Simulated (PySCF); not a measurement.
Boron: a sound run and one with changed settings

Sound run: B [He] 2s2 2p1, B+ [He] 2s2. All numbers are calculated (PySCF 2.14, the spin-free X2C one-electron Hamiltonian (Gaussian nucleus), in x2c-SVPall). The sound run starts from symmetry-adapted Hartree-Fock orbitals and uses a fine grid where one is needed.

Changed run: radial step 0.8 in ln r (0.13 in the sound run). This setting is unsound on purpose.

```
species  method  sound run (hartree)  changed run (hartree)  converged
      B     UHF            -24.50721              -24.50721        yes
      B    BP86            -24.62860              -24.65262        yes
      B  r2SCAN            -24.61381              -24.64964        yes
     B+     UHF            -24.20870              -24.20870        yes
     B+    BP86            -24.30501              -24.32246        yes
     B+  r2SCAN            -24.28882              -24.31340        yes
```

Ionisation energy of B:

```json
{"method": "UHF", "sound run (eV)": "8.123", "changed run (eV)": "8.123"}
{"method": "BP86", "sound run (eV)": "8.805", "changed run (eV)": "8.984"}
{"method": "r2SCAN", "sound run (eV)": "8.843", "changed run (eV)": "9.149"}
```

A coarse radial grid mis-integrates the density and the exchange-correlation energy, with errors of either sign; Hartree-Fock needs no grid.

For comparison, NIST gives 8.298 eV between the lowest levels.
